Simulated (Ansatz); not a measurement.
# P2F (doublet): wave-function methods side by side, def2-QZVPP

The task here is to estimate one member of a computed series from the others.

Method: def2-QZVPP, core rule «outside noble gas», up to 11 orbitals frozen; program: Ansatz 0.2.0, Gaussian basis.

The runs, in order: UHF; ROHF; CCSD(T) on UHF.

## The system

The geometry is a PBE0/def2-TZVP stationary point (not a proven minimum) of the parent state, kept for this charge and spin.

3 atoms, charge 0, spin multiplicity 2.

Atoms are counted from 1 here; the program's logs count them from 0.

Bond lengths: F1–P2 1.607 Å, P2–P3 2.278 Å. Angles: F1–P2–P3 98.1°.

The first run:

Contents of in.yaml:

```yaml
crystal:
  periodic: [false, false, false]
  atoms:
    - {symbol: F, position_ang: [0.000000, -0.771205, 1.406859]}
    - {symbol: P, position_ang: [0.000000, 0.637627, 0.634340]}
    - {symbol: P, position_ang: [0.000000, -0.164593, -1.497266]}
basis:
  gaussian: {orbitals: "def2-QZVPP.json"}
magnetization: {spin_polarized: true, initial_magnetization: 1}
hamiltonian: {xc: hf}
output: {orbitals: {seedname: orbitals}}
```

Run with:

```bash
$ ansatz run in.yaml --threads 1 --pin off --events-out ev --progress --plain --max-ram 2393MiB
```

Among the steps run: UHF; ROHF; CCSD(T) on UHF.

One table of the session follows, with a row left open; its other results are not shown here.

It belongs to the step «Misses and costs». 

| method | from UCCSD(T) (kJ/mol) |
| --- | --- |
| ROHF | +1614.4 |
| UHF | +1508.1 |
| UMP2 | +162.3 |
| UCCSD | ? |
| UCCSD(T) | 0 |

**Question.** Estimate the row for UCCSD.

**Answer.** from UCCSD(T) (kJ/mol): +73.5. In the column «from UCCSD(T) (kJ/mol)» it lies between UCCSD(T) (0) and UMP2 (+162.3).

Caveats from the session: The determinant is far from a pure spin state, so its energy mixes those of several spin states (harmless only where they are near-degenerate, as at dissociation).
